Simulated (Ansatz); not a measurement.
**N₂H₂ (triplet): the correlation ladder, cc-pVTZ**

An exercise on one series of results from a longer session: the logs are not shown, and one member is left open.

Method: cc-pVTZ, core rule «outside noble gas», up to 2 orbitals frozen; program: Ansatz 0.2.0, Gaussian basis.

To be run: UHF; CCSD(T) on ROHF; CCSD(T) on UHF; BCCD(T) on ROHF; CCSDT(Q) on ROHF; CCSDT(Q) on UHF; CASSCF and MRCISD+Q, 12 electrons in 10 orbitals; CASSCF and NEVPT2, 12 electrons in 10 orbitals.

4 further runs of the same task are left out: 4 set aside as unsound or not needed. Runs told in other sessions of the task aren't counted.

## What is computed

The geometry is a PBE0/def2-TZVP stationary point (not a proven minimum) of the parent state, kept for this charge and spin.

4 atoms, charge 0, spin multiplicity 3.

Atoms are counted from 1 here; the program's logs count them from 0.

Bond lengths: N1–N2 1.204 Å, N1–H3 1.044 Å, N1–H4 1.044 Å. Angles: N2–N1–H3 124.0°, N2–N1–H4 124.0°, H3–N1–H4 112.0°.

As a file:

```xyz
4

N     0.00000    0.00000    0.52221
N     0.00000    0.00000   -0.68136
H     0.00000    0.86511    1.10577
H     0.00000   -0.86511    1.10577
```

Set-up of the first run:

The input, in.yaml:

```yaml
crystal:
  periodic: [false, false, false]
  atoms:
    - {symbol: N, position_ang: [0.000000, 0.000000, 0.522211]}
    - {symbol: N, position_ang: [0.000000, 0.000000, -0.681356]}
    - {symbol: H, position_ang: [0.000000, 0.865113, 1.105769]}
    - {symbol: H, position_ang: [0.000000, -0.865113, 1.105769]}
basis:
  gaussian: {orbitals: cc-pVTZ}
magnetization: {spin_polarized: true, initial_magnetization: 2}
hamiltonian: {xc: hf}
output: {orbitals: {seedname: orbitals}}
```

Launch:

```sh
$ ansatz run in.yaml --threads 1 --pin off --events-out ev --progress --plain --max-ram 2816MiB --backend cpu
```

Steps of the session up to this table: UHF; CCSD(T) on ROHF; CCSD(T) on UHF; BCCD(T) on ROHF; CCSDT(Q) on ROHF; CCSDT(Q) on UHF; CASSCF and MRCISD+Q, 12 electrons in 10 orbitals; CASSCF and NEVPT2, 12 electrons in 10 orbitals.

One of the session's tables, all rows but one given; the rest of the session is left out.

```
          method  from UCCSDT(Q) (meV)
            ROHF              +10884.7
             UHF              +10587.1
            RMP2                +921.0
            UMP2                +986.7
           RCCSD                +402.3
           UCCSD                +393.1
        RCCSD(T)                 +30.1
        UCCSD(T)                     ?
         BCCD(T)                 +28.8
          RCCSDT                 +18.2
          UCCSDT                 +15.7
       RCCSDT(Q)                  +2.8
       UCCSDT(Q)                     0
  CASSCF valence               +8485.8
  NEVPT2 valence               +1340.7
  MRCISD valence                +691.0
MRCISD+Q valence                +118.8
```

Estimate the missing values for UCCSD(T).

**Answer.** from UCCSDT(Q) (meV): +29.9. In the column «from UCCSDT(Q) (meV)» it lies between BCCD(T) (+28.8) and RCCSD(T) (+30.1).

To keep in mind: Restricted and unrestricted rows rest on different reference determinants; a gap between their highest levels can come from leftover correlation error, from unlike frozen cores or from another state.
